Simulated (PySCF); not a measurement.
Isomers of C3H7Cl, one GFN2-xTB conformer each. Single-point energies are computed at PBE0/pcSseg-1 (PySCF, gas phase, no added dispersion term), electronic only.

```
 SMILES  GFN2-xTB relative energy (kcal/mol)
CC(C)Cl                                  0.0
  CCCCl                                  3.0
```

Conformers: `[CH3:1][CH2:2][CH2:3][Cl:4]` with C1–C2–C3–Cl4 180°.

What does PBE0/pcSseg-1 give for the same structures?

```csv
SMILES,PBE0/pcSseg-1 E (Eh),PBE0/pcSseg-1 (kcal/mol),GFN2-xTB (kcal/mol),point group
CC(C)Cl,-578.40703,0.0,0.0,Cs
CCCCl,-578.40259,2.8,3.0,Cs
```

Both levels put the same isomer lowest. 

Which frontier levels, dipoles and rotational constants go with these structures?

```csv
SMILES,"HOMO (eV, PBE0/pcSseg-1)",LUMO (eV),dipole (D),"A, B, C (MHz)"
CC(C)Cl,-8.31,1.00,2.24,"8122, 4616, 3243"
CCCCl,-8.31,0.86,2.26,"25846, 2406, 2296"
```

As an exercise, what shares would exp(−E/RT) give at 2000 K from these electronic energies alone (no entropy, no degeneracies)?

RT = 3.974 kcal/mol: CC(C)Cl 66.8 %, CCCCl 33.2 %.
